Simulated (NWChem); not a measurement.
**C2HN (SMILES C#C[N]) at 3 levels**

Wanted: a comparison of 3 runs (UHF/def2-SVP, UPBE0/def2-SVP, UBP86/cc-pVTZ) of C2HN. 

The calculation is run with NWChem 7.3.0.

### Step 1. The structure to begin with

C2HN has 4 atoms, charge 0, and is taken as a triplet. SMILES: `C#C[N]`. The shape is that of a GFN2-xTB optimisation.

Bond lengths: C1–C2 1.271 Å, C2–N3 1.198 Å, C1–H4 1.050 Å. Angles: C1–C2–N3 179.4°, C2–C1–H4 178.8°.

### Step 2. Energy and forces at UHF/def2-SVP (run 1)

Input file run.py:

```python
from ase import Atoms
from ase.calculators.nwchem import NWChem

atoms = Atoms('CCNH', positions=[
    [-0.395460, 0.475640, -0.264250],
    [0.356060, -0.419630, 0.235850],
    [1.073050, -1.260060, 0.699440],
    [-1.033650, 1.204050, -0.671050],
])

calc = NWChem(
    label='c2hn',
    theory='scf',
    memory='2200 mb',
    basis='def2-SVP',
    basispar='spherical bse',
    scf={'nopen': '2', 'uhf': None, 'thresh': '1e-08', 'maxiter': '80'},
)
atoms.calc = calc

forces = atoms.get_forces()
print(f"energy = {atoms.get_potential_energy():.6f} eV")
print("forces (eV/A):")
for s, f in zip(atoms.symbols, forces):
    print(f"{s:2s} {f[0]:10.5f} {f[1]:10.5f} {f[2]:10.5f}")
```

Launch:

```bash
$ export ASE_NWCHEM_COMMAND="nwchem PREFIX.nwi > PREFIX.nwo"
$ python run.py
```

The program printed:

```text
energy = -3553.067833 eV
forces (eV/A):
C    -0.63501    0.79190   -0.43755
C     0.16404   -0.20399    0.10423
N     0.92318   -1.09200    0.61233
H    -0.45221    0.50409   -0.27902
```

The calculator wrote c2hn.nwi:

```
title "c2hn"

permanent_dir c2hn

scratch_dir c2hn

start c2hn

geometry units angstrom nocenter noautosym noautoz
  C  -3.9545999999999998e-01 4.7564000000000001e-01 -2.6424999999999998e-01
  C  3.5605999999999999e-01 -4.1963000000000000e-01 2.3585000000000000e-01
  N  1.0730500000000001e+00 -1.2600600000000000e+00 6.9943999999999995e-01
  H  -1.0336500000000000e+00 1.2040500000000001e+00 -6.7105000000000004e-01
end

memory 2200 mb

basis spherical bse noprint
   * library def2-SVP
end

scf
  nopen 2
  uhf
  thresh 1e-08
  maxiter 80
end

task scf gradient
```

c2hn.nwo:

```text
Northwest Computational Chemistry Package (NWChem) 7.3.0
             --------------------------------------------------------

           Job information
           ---------------

    nwchem branch   = 7.3.0
    use scalapack   = T
    input           = c2hn.nwi
    prefix          = c2hn.
    data base       = c2hn/c2hn.db
    status          = startup
    nproc           =        1

           Memory information
           ------------------

    heap     =     72089594 doubles =      550.0 Mbytes
    stack    =     72089599 doubles =      550.0 Mbytes
    global   =    144179200 doubles =     1100.0 Mbytes (distinct from heap & stack)
    total    =    288358393 doubles =     2200.0 Mbytes
    verify   = yes
    hardfail = no

           Directory information
           ---------------------

  0 permanent = c2hn
  0 scratch   = c2hn

                                NWChem Input Module
                                -------------------

                                       c2hn
                                       ----

[... 24 lines left out ...]
            Nuclear Dipole moment (a.u.)
[... 73 lines left out ...]
 1-e energy   =    -269.310796
[... 7 lines left out ...]
         Quadratically convergent UHF
[... 15 lines left out ...]
       Final UHF  results
[... 3 lines left out ...]
      One electron energy =   -270.556263966933
[... 1 line left out ...]
 Nuclear repulsion energy =     47.978617392628
[... 33 lines left out ...]
          Final beta eigenvalues
[... 184 lines left out ...]
                     UHF Final Beta Molecular Orbital Analysis
[... 213 lines left out ...]
     1   1 0 0     -0.740115     -6.753689     -5.780772     11.794347
[... 8 lines of this table left out ...]
     2   0 0 2    -13.078766    -17.010214    -12.593803     16.525250

                              NWChem Gradients Module
                              -----------------------

                                       c2hn

  wavefunction    =   UHF

                         UHF ENERGY GRADIENTS

    atom               coordinates                        gradient
                 x          y          z           x          y          z
   1 C      -0.747311   0.898829  -0.499360    0.012349  -0.015400   0.008509
   2 C       0.672856  -0.792986   0.445692   -0.003190   0.003967  -0.002027
   3 N       2.027770  -2.381168   1.321750   -0.017953   0.021236  -0.011908
   4 H      -1.953315   2.275325  -1.268101    0.008794  -0.009803   0.005426

                 ----------------------------------------
                 |  Time  |  1-e(secs)   |  2-e(secs)   |
                 ----------------------------------------
                 |  CPU   |       0.00   |       0.35   |
                 ----------------------------------------
                 |  WALL  |       0.00   |       0.35   |
                 ----------------------------------------

 Task  times  cpu:        2.4s     wall:        2.4s
 Total times  cpu:        2.4s     wall:        2.4s
```

Run time: 3.6 s. Hardware: 1 thread of AMD EPYC 7B13 (Zen 3), shared host; peak memory 0.1 GiB.

### Step 3. Energy and gradient at UPBE0/def2-SVP (run 2)

Input file c2hn.nw:

```
START c2hn
TITLE "C2HN"
memory stack 880 mb heap 220 mb global 1100 mb

GEOMETRY units angstroms noautosym nocenter noautoz
  C     -0.395460     0.475640    -0.264250
  C      0.356060    -0.419630     0.235850
  N      1.073050    -1.260060     0.699440
  H     -1.033650     1.204050    -0.671050
END

BASIS spherical bse
  * library def2-SVP
END

DFT
  xc pbe0
  mult 3
  grid xfine
  convergence energy 1e-08
  maxiter 100
  mulliken
END

TASK dft gradient
```

Launch:

```bash
$ nwchem c2hn.nw > c2hn.out
```

The program printed:

```text
[...]
          Wavefunction type:  spin polarized.
          No. of atoms     :     4
          No. of electrons :    20
[...]
          Charge           :     0
          Spin multiplicity:     3
[...]
          AO basis - number of functions:    47
[...]
              XC Information
              --------------
                         PBE0 Method XC Functional
                     Hartree-Fock (Exact) Exchange  0.250
          PerdewBurkeErnzerhof Exchange Functional  0.750
            Perdew 1991 LDA Correlation Functional  1.000 local
           PerdewBurkeErnz. Correlation Functional  1.000 non-local
[...]
 d= 0,ls=0.0,diis     1   -131.0784628575 -1.79D+02  1.41D-02  1.18D-01     1.0
[...]
 d= 0,ls=0.0,diis    13   -131.1620525352 -1.36D-09  3.59D-07  4.58D-11    10.9
[...]
         Total DFT energy =     -131.162052535176
      One electron energy =     -270.900485472937
           Coulomb energy =      109.605393345051
    Exchange-Corr. energy =      -17.845577799919
 Nuclear repulsion energy =       47.978617392628
[...]
      Total Density - Mulliken Population Analysis
     ---------------------------------------------
    Atom       Charge   Shell Charges
 -----------   ------   -------------------------------------------------------
    1 C    6     6.25   1.99  0.93  0.65  1.98  0.68  0.02
    2 C    6     5.78   1.99  0.93  0.07  2.09  0.66  0.05
    3 N    7     7.03   1.99  1.10  0.60  2.17  1.14  0.03
    4 H    1     0.95   0.73  0.18  0.03
[...]
      <S2> =      2.0692 (Exact =     2.0000)
[...]
  wavefunction    = open shell
                         DFT ENERGY GRADIENTS
    atom               coordinates                        gradient
                 x          y          z           x          y          z
   1 C      -0.747311   0.898829  -0.499360    0.009682  -0.011844   0.006474
   2 C       0.672856  -0.792986   0.445692   -0.007687   0.008811  -0.004631
   3 N       2.027770  -2.381168   1.321750   -0.014442   0.017245  -0.009741
   4 H      -1.953315   2.275325  -1.268101    0.012447  -0.014212   0.007898
[...]
```

It took 13 s on 1 thread of AMD EPYC 7B13 (Zen 3), shared host; peak memory 0.12 GiB.

### Step 4. Energy and forces at UBP86/cc-pVTZ (run 3)

Input file run.py:

```python
from ase import Atoms
from ase.calculators.nwchem import NWChem

molecule = Atoms(['C', 'C', 'N', 'H'], positions=[
    [-0.395460, 0.475640, -0.264250],
    [0.356060, -0.419630, 0.235850],
    [1.073050, -1.260060, 0.699440],
    [-1.033650, 1.204050, -0.671050],
])

calc = NWChem(
    label='c2hn',
    theory='dft',
    memory='2200 mb',
    basis='cc-pVTZ',
    basispar='spherical bse',
    dft={'xc': 'becke88 perdew86', 'mult': '3', 'grid': 'fine', 'convergence': 'energy 1e-08', 'iterations': '100', 'mulliken': None},
)
molecule.calc = calc

forces = molecule.get_forces()
print(f"energy = {molecule.get_potential_energy():.6f} eV")
print("forces (eV/A):")
for s, f in zip(molecule.symbols, forces):
    print(f"{s:2s} {f[0]:10.5f} {f[1]:10.5f} {f[2]:10.5f}")
```

Launch:

```bash
$ export ASE_NWCHEM_COMMAND="nwchem PREFIX.nwi > PREFIX.nwo"
$ python run.py
```

The program printed:

```text
energy = -3577.335703 eV
forces (eV/A):
C    -0.43678    0.53916   -0.29491
C    -0.02736    0.03780   -0.03240
N     0.95254   -1.13031    0.63424
H    -0.48841    0.55335   -0.30694
```

The calculator wrote c2hn.nwi:

```
title "c2hn"

permanent_dir c2hn

scratch_dir c2hn

start c2hn

geometry units angstrom nocenter noautosym noautoz
  C  -3.9545999999999998e-01 4.7564000000000001e-01 -2.6424999999999998e-01
  C  3.5605999999999999e-01 -4.1963000000000000e-01 2.3585000000000000e-01
  N  1.0730500000000001e+00 -1.2600600000000000e+00 6.9943999999999995e-01
  H  -1.0336500000000000e+00 1.2040500000000001e+00 -6.7105000000000004e-01
end

memory 2200 mb

basis spherical bse noprint
   * library cc-pVTZ
end

dft
  xc becke88 perdew86
  mult 3
  grid fine
  convergence energy 1e-08
  iterations 100
  mulliken
end

task dft gradient
```

c2hn.nwo:

```text
Northwest Computational Chemistry Package (NWChem) 7.3.0
             --------------------------------------------------------

           Job information
           ---------------

    nwchem branch   = 7.3.0
    use scalapack   = T
    input           = c2hn.nwi
    prefix          = c2hn.
    data base       = c2hn/c2hn.db
    status          = startup
    nproc           =        1

           Memory information
           ------------------

    heap     =     72089594 doubles =      550.0 Mbytes
    stack    =     72089599 doubles =      550.0 Mbytes
    global   =    144179200 doubles =     1100.0 Mbytes (distinct from heap & stack)
    total    =    288358393 doubles =     2200.0 Mbytes
    verify   = yes
    hardfail = no

           Directory information
           ---------------------

  0 permanent = c2hn
  0 scratch   = c2hn

                                NWChem Input Module
                                -------------------

                                       c2hn
                                       ----

[... 24 lines left out ...]
            Nuclear Dipole moment (a.u.)
[... 72 lines left out ...]
          Convergence on energy requested:  1.00D-08
[... 21 lines left out ...]
          Spatial weights used:  Erf1
[... 4 lines left out ...]
          total energy or number of iterations.
[... 28 lines left out ...]
 2-e energy   =      90.196244
[... 51 lines left out ...]
      One electron energy =     -271.211654417560
[... 2 lines left out ...]
 Nuclear repulsion energy =       47.978617392628
[... 1604 lines left out ...]
          Convergence on energy requested:  1.00D-08
[... 21 lines left out ...]
          Spatial weights used:  Erf1
[... 4 lines left out ...]
          total energy or number of iterations.
[... 18 lines left out ...]
                            NWChem DFT Gradient Module
                            --------------------------

                                       c2hn

  charge          =   0.00
  wavefunction    = open shell

                         DFT ENERGY GRADIENTS

    atom               coordinates                        gradient
                 x          y          z           x          y          z
   1 C      -0.747311   0.898829  -0.499360    0.008494  -0.010485   0.005735
   2 C       0.672856  -0.792986   0.445692    0.000532  -0.000735   0.000630
   3 N       2.027770  -2.381168   1.321750   -0.018524   0.021981  -0.012334
   4 H      -1.953315   2.275325  -1.268101    0.009498  -0.010761   0.005969

                 ----------------------------------------
                 |  Time  |  1-e(secs)   |  2-e(secs)   |
                 ----------------------------------------
                 |  CPU   |       0.01   |       6.60   |
                 ----------------------------------------
                 |  WALL  |       0.01   |       6.60   |
                 ----------------------------------------

 Task  times  cpu:       32.2s     wall:       32.2s
 Total times  cpu:       32.2s     wall:       32.2s
```

Run time: 33 s. Hardware: 1 thread of AMD EPYC 7B13 (Zen 3), shared host; peak memory 0.13 GiB.

### Step 5. Overview of the runs

```
run           level  iteration cap  module  energy (Eh)  dipole moment (D)  HOMO energy (eV)  LUMO energy (eV)  wall time
  1    UHF/def2-SVP             80     scf  -130.572836               3.13            -12.02              2.01      3.6 s
  2  UPBE0/def2-SVP            100     dft  -131.162053               3.13             -7.99             -3.21       13 s
  3   UBP86/cc-pVTZ            100     dft  -131.464663               3.15             -6.64             -4.68       33 s
```

### Step 6. Summary of results

| quantity | value |
| --- | --- |
| run 3: total energy | -131.46466 Eh |
| run 3: dipole moment | 3.15 D |
| run 3: HOMO energy (highest over α and β) | -6.64 eV |
| run 3: LUMO energy (lowest over α and β) | -4.68 eV |
| run 3: ⟨S²⟩ | 2.027 |
| run 3: largest force on an atom | 1.608 eV/Å |

In words: The dipole moment (its size) runs from 3.13 D (UPBE0/def2-SVP) to 3.15 D (UBP86/cc-pVTZ). The two ends differ in method and basis. Totals of different functionals can't be ranked against each other. Spin contamination of the reference: run 1 ⟨S²⟩ = 2.34. All runs together took 50 s, the longest 33 s.
